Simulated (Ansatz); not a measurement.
Cartesian coordinates in Å:
```
F 0.981 2.418 -0.224
C 0.552 1.181 -0.029
C -0.405 0.532 -0.736
C -0.595 -0.784 -0.234
C 0.213 -1.079 0.819
S 1.230 0.237 1.232
H -0.939 0.974 -1.565
H -1.310 -1.483 -0.646
H 0.273 -1.997 1.382
```

Charge 0, multiplicity 1.

(1) List the PBE0/def2-TZVPP orbital energies in eV (the Gaussian-basis code of Ansatz). (An estimate is asked.)

Answers

(1) Computed: Occupied: -2423.52, -674.94, -281.25, -279.11, -278.64, -278.50, -218.82, -162.65, -162.56, -162.49, -34.96, -25.07, -21.07, -20.51, -16.85, -16.36, -15.05, -13.85, -13.36, -12.96, -11.61, -10.82, -10.53, -10.08, -7.56, -6.80. Lowest empty: -0.41, 0.47, 1.34, 1.70, 2.09, 2.66, 3.22, 3.48.
